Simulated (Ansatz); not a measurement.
C3H6OS can be A, `C=C(O)SC`, or B, `CCC(=O)S`.

Computed with Ansatz on PBE0-D4/def2-TZVP structures; ΔE is electronic, products minus reactants. CBS: MP2 limit from def2 TZ/QZ plus the TZ coupled-cluster correction, frozen cores. Functionals use def2-TZVPP. B3LYP here is the variant with VWN-RPA as its local correlation; programs differ in this. Each species was taken in one conformer, which may not be the lowest.

A:

```xyz
11

C    -1.484    0.463   -1.305
C    -0.375   -0.099   -0.836
O     0.807    0.012   -1.497
S    -0.367   -1.060    0.640
C     0.808   -0.123    1.645
H    -1.482    0.948   -2.273
H    -2.392    0.445   -0.722
H     1.360   -0.736   -1.248
H     0.953   -0.696    2.561
H     1.770   -0.012    1.144
H     0.403    0.858    1.891
```

B:

```xyz
11

C     1.2075   -0.3855   -0.8954
C    -0.0492   -0.6207   -0.0836
C    -0.5983    0.6436    0.5286
O    -0.1137    1.7304    0.4013
S    -2.0846    0.3543    1.4896
H     1.0204    0.3112   -1.7133
H     1.9986    0.0408   -0.2773
H     1.5673   -1.3253   -1.3175
H     0.1252   -1.3314    0.7318
H    -0.8453   -1.0627   -0.6929
H    -2.2278    1.6452    1.8286
```

Which isomer does CCSD(T)/CBS put lower? Give the gap. (An estimate is asked.)

The calculation gave: B, by 83.0 kJ/mol.

Give E(B) − E(A) in kJ/mol with B3LYP-D4, r2SCAN-D4, PBE0-D4, ωB97M-V, B3LYP, PBE-D4, MP2/def2-TZVPP. (Estimate.)

Computed: B3LYP-D4 -88.0, r2SCAN-D4 -93.3, PBE0-D4 -87.5, ωB97M-V -86.0, B3LYP -89.6, PBE-D4 -89.1, MP2/def2-TZVPP -89.3. None reverses the order clearly.

Largest T1 diagnostic: 0.014.

In def2-TZVPP, CCSD(T) changes the Hartree–Fock value by +6.5 kJ/mol (the triples alone add +0.3 kJ/mol) and MP2 by +6.7 kJ/mol.
